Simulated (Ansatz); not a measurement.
# Relative stability

The two ends of one reaction step of AlH5SO, closed shell (PBE0-D4/def2-TZVP).

A:

Al1  (-0.892, -0.425, -0.192)
S2  (0.836, 1.385, -0.796)
H3  (-1.000, -0.979, -1.676)
H4  (-1.993, 0.541, 0.439)
H5  (1.201, 1.675, 0.464)
O6  (0.075, -1.362, 0.878)
H7  (1.822, 0.483, -0.939)
H8  (-0.049, -1.318, 1.824)
(Å)

B:

```
8
angstrom
Al -0.7157 -0.0256 -0.4689
S 0.7490 1.6619 -0.6967
H -0.6903 -1.1341 -1.5998
H -2.0343 0.3684 0.3297
H 1.0396 -0.1860 1.1384
O 0.3247 -0.8402 1.0494
H 1.4735 1.0393 -1.6413
H -0.1466 -0.8838 1.8894
```

Computed with Ansatz 0.2.0 (basis: def2-TZVPP); correlated methods freeze the cores. B3LYP uses VWN-RPA correlation.

**Question.** Which structure is lower at CCSD(T), and by how much? (Judge from chemistry; the value comes from the calculation.)

**Answer.** The calculation gives: B, by 0.225 eV (electronic energy, against the other). By their contacts, A is AlH₅SO ([OH][AlH2][SH2]) and B is AlH₅SO ([OH2][AlH2][SH]).

All methods give the same order:

```json
{"method": "SPW92", "E(B) − E(A) (eV)": "-0.326"}
{"method": "PBE-D4", "E(B) − E(A) (eV)": "-0.249"}
{"method": "BLYP-D4", "E(B) − E(A) (eV)": "-0.138"}
{"method": "r2SCAN-D4", "E(B) − E(A) (eV)": "-0.244"}
{"method": "B97M-V", "E(B) − E(A) (eV)": "-0.251"}
{"method": "PBE0-D4", "E(B) − E(A) (eV)": "-0.290"}
{"method": "B3LYP-D4", "E(B) − E(A) (eV)": "-0.181"}
{"method": "r2SCAN0-D4", "E(B) − E(A) (eV)": "-0.279"}
{"method": "BHLYP-D4", "E(B) − E(A) (eV)": "-0.219"}
{"method": "CAM-B3LYP-D4", "E(B) − E(A) (eV)": "-0.189"}
{"method": "wB97X-V", "E(B) − E(A) (eV)": "-0.226"}
{"method": "wB97M-V", "E(B) − E(A) (eV)": "-0.248"}
{"method": "B2PLYP", "E(B) − E(A) (eV)": "-0.196"}
{"method": "PBE-QIDH", "E(B) − E(A) (eV)": "-0.291"}
{"method": "RPA on PBE", "E(B) − E(A) (eV)": "-0.156"}
{"method": "HF", "E(B) − E(A) (eV)": "-0.222"}
{"method": "MP2", "E(B) − E(A) (eV)": "-0.236"}
{"method": "CCSD", "E(B) − E(A) (eV)": "-0.217"}
{"method": "CCSD(T)", "E(B) − E(A) (eV)": "-0.225"}
```

T1 diagnostic: at most 0.012.

Labels in which every atom is bracketed show which atoms are joined, not bond orders.

For scale, one of the runs: CCSD(T)/def2-TZVPP, 185 basis functions, launched by `ansatz run in.yaml --threads 2 --pin off --events-out ev --progress --plain --max-ram 4352MiB`. The run took 36 s on 2 CPU threads of an Arm Neoverse V2 (shared host), with 1.7 GiB of host memory at its peak.
